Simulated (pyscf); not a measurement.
**Four-centre exchange: `[F][SiH2][O][SiH3]` + `[OH2]` → `[OH][SiH2][O][SiH2][F]` + `[H][H]`**

Gas phase, singlet surface, charge 0. Bonds broken: Si4–H7, O10–H11. Bonds formed: Si4–O10, H7–H11. Optimised with ωB97X-D3(BJ)/def2-SVP in PySCF.

Transition state (Å):

```xyz
12

F      0.1446    -0.2743     2.1554
Si     0.6256    -0.6639     0.6282
O     -0.6757    -0.3551    -0.3223
Si    -1.7695     0.9159    -0.2049
H      0.9286    -2.1111     0.6052
H      1.8022     0.1797     0.3257
H     -0.3698     2.0359     0.1231
H     -2.0358     1.7723    -1.3885
H     -3.0523     0.1584    -0.0400
O     -1.8829     1.6010     1.5400
H     -0.9320     2.0380     1.1317
H     -1.6673     0.9260     2.2085
```

One imaginary mode, 1213i cm⁻¹; descent along it reached the two sides named, in the forms told below.

| bond | change | reactant side (Å) | saddle | product side |
|---|---|---|---|---|
| Si4–H7 | breaks | 1.486 | 1.822 | 4.1 |
| O10–H11 | breaks | 0.965 | 1.123 | 2.489 |
| Si4–O10 | forms | 2.9 | 1.878 | 1.661 |
| H7–H11 | forms | 3.1 | 1.155 | 0.761 |

Electronic energies relative to the separated reactants (eV):

```tsv
level	barrier	reaction energy	reverse barrier
ωB97X-D3(BJ)/def2-TZVP	1.45	-0.99	2.44
PBE/def2-TZVP	1.27	-0.90	2.17
r²SCAN/def2-TZVP	1.30	-1.03	2.33
B3LYP-D3(BJ)/def2-TZVP	1.48	-0.98	2.45
PBE0-D3(BJ)/def2-TZVP	1.35	-0.91	2.26
M06-2X/def2-TZVP	1.45	-1.10	2.55
ωB97M-D3(BJ)/def2-TZVP	1.43	-0.97	2.40
HF/def2-TZVP	2.38	-0.83	3.22
```

With ωB97M-D3(BJ)/def2-TZVP energies and thermal terms (ideal gas, 1 atm, RRHO with modes under 100 cm⁻¹ raised to 100, one conformer, R ln 2 for chiral ones without a mode under 150 cm⁻¹), in eV:

```tsv
T (K)	ΔH‡	ΔG‡	ΔH	ΔG
298	1.36	1.88	-1.08	-0.95
600	1.36	2.40	-1.04	-0.83
900	1.38	2.92	-1.00	-0.73
1200	1.42	3.42	-0.97	-0.64
```

On the reactant side the descent ends in a complex (not fully relaxed), 0.27 eV under the separated species and 1.71 eV under the saddle at ωB97X-D3(BJ)/def2-TZVP. The same reactants have a lower exit, to HF + HO–SiH₂–O–SiH₃ (barrier +1.07 eV at ωB97M-D3(BJ)/def2-TZVP, against +1.43 eV here). This is the saddle that the search found; another between the same sides may lie lower.
